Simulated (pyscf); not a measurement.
Structures and frequencies: ωB97X-D3(BJ)/def2-SVP in PySCF.

Task: PBE/def2-TZVP puts the barrier of `[CH2][Re](=[O])(=[O])=[O]` [doublet] + `[H][H]` → `[CH3][Re](=[O])(=[O])=[O]` + `[H]` [doublet] (hydrogen abstraction; doublet surface; H–H broken, C–H formed) at 29.7 kJ/mol and the reaction energy at +5.3 kJ/mol, from the separated reactants. What do r²SCAN/def2-TZVP, PBE0-D3(BJ)/def2-TZVP, ωB97M-D3(BJ)/def2-TZVP give on the same structures?

Result: r²SCAN: ΔE‡ = 40.9 kJ/mol, ΔE = +20.5 kJ/mol; PBE0-D3(BJ): ΔE‡ = 36.4 kJ/mol, ΔE = -0.4 kJ/mol; ωB97M-D3(BJ): ΔE‡ = 51.8 kJ/mol, ΔE = +1.9 kJ/mol. PBE's barrier lies under all of them, by 6.7 to 22.1 kJ/mol. Its reaction energy lies among theirs. This is the saddle that the search found; another between the same sides may lie lower. The angle at the transferred H is 174°. Open-shell species with a d-block atom are single-reference here; other states, and whether the spin sits on metal or ligand, were not checked. Elements past Kr carry the def2 core potentials, without spin-orbit coupling.
